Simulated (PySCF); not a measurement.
C₅H₁₁O (doublet state).
Structure used (GFN2-xTB), in Å, numbered top down from 1:
```xyz
17
C5H11O angstrom
C     -0.9643   -1.1844   -0.6031
C     -0.7803   -0.1559    0.4375
C     -1.8754    0.9282    0.3197
C      0.6009    0.5067    0.3216
C      1.7220   -0.5050    0.5626
O      3.0049    0.0659    0.4704
H     -1.4903   -2.0952   -0.3980
H     -0.7079   -0.9625   -1.6216
H     -0.8705   -0.6155    1.4279
H     -1.7492    1.6756    1.0992
H     -2.8598    0.4786    0.4219
H     -1.8169    1.4176   -0.6496
H      0.7110    0.9359   -0.6787
H      0.6908    1.3164    1.0482
H      1.6131   -1.3411   -0.1455
H      1.6564   -0.9066    1.5766
H      3.1084    0.4532   -0.4060
```

The hyperfine couplings belong to this conformer and change with its torsions.

The species is `C[C@@H]([CH2])CCO` [radical].

Method used: PySCF, UKS B3LYP, pcH-1 on C H O, non-relativistic, mean-field spin-orbit, GIAO. One conformer (not necessarily the lowest) at the GFN2-xTB geometry, without solvent, vibrations or thermal averaging. The geometry wasn't refined by DFT: couplings that depend on bond lengths, twists or pyramidal angles can differ widely from those at the functional's own minimum. The SCF solution wasn't tested for stability.

(1) Break the g tensor into its mass correction, gauge correction and orbital-Zeeman/spin–orbit terms.

(2) What are the electron Larmor frequencies g μB B/h along the three axes at 350 mT?

(3) How much does each term add to the isotropic shift?

(4) At 9.42 GHz, how far is the centre of the isotropic spectrum from where a free electron (g = 2.002319) resonates?

(5) In a frozen sample, at which fields do the three g values resonate at 9.5, 34, 94 and 263 GHz (hyperfine left aside), and which band first spreads them over more than twice a line width of 0.3 mT?

## Answers

(1) 
| Δg (ppm) | 1 | 2 | 3 |
| --- | --- | --- | --- |
| relativistic mass correction | -146 | -146 | -146 |
| gauge correction | 7 | 42 | 30 |
| orbital Zeeman/spin–orbit | -13 | 500 | 803 |
| total | -153 | 396 | 687 |

So g = 2.00217, 2.00272, 2.00301 and g_iso = 2.00263; the tensor is rhombic: the two nearest values differ by 35 % of g3 − g1. Axes: g3 points within 15° of the C1–H8 bond.

(2) 9.8080, 9.8107, 9.8121 GHz for g1, g2 and g3, a range of 4.1 MHz.

(3) The orbital-Zeeman/spin–orbit term 430, the mass correction -146 and the gauge correction 26 ppm, for a total of 310 ppm. The orbital-Zeeman/spin–orbit term is the largest in size. The mass correction is the same along every axis, so the anisotropy comes from the other two: their spans along these axes are 35 (gauge) and 817 ppm (orbital Zeeman/spin–orbit).

(4) B = hν/(g μB) with μB/h = 13.99624 MHz/mT gives 336.13 mT for the free electron and 336.08 mT at g_iso, 0.05 mT lower.

(5) 
```
band    GHz  B(g3) mT  B(g2) mT  B(g1) mT  spread mT
   X    9.5    338.87    338.92    339.01       0.14
   Q   34.0   1212.79   1212.96   1213.30       0.51
   W   94.0   3353.00   3353.49   3354.41       1.41
   J  263.0   9381.28   9382.64   9385.21       3.93
```

The spread grows in proportion to the frequency. W band is the first where it exceeds 0.6 mT.

Largest spin populations (Mulliken): C1 (+1.08) and C2 (-0.08). No atom but C1 exceeds +0.15. The positive populations add up to 1.17 and the negative ones to -0.17, together 2S = 1. The angles at C1 add up to 359.3°, so it is planar; its axial dipolar tensor and the negative couplings of its protons fit spin in a p orbital normal to that plane.

The HOMO–LUMO gaps are 6.76 eV among the α and 5.63 eV among the β orbitals.

On an Arm Neoverse V1 with one thread (shared host), this took 48 s (grids of density and orbitals included) and 0.97 GiB of memory at its peak.
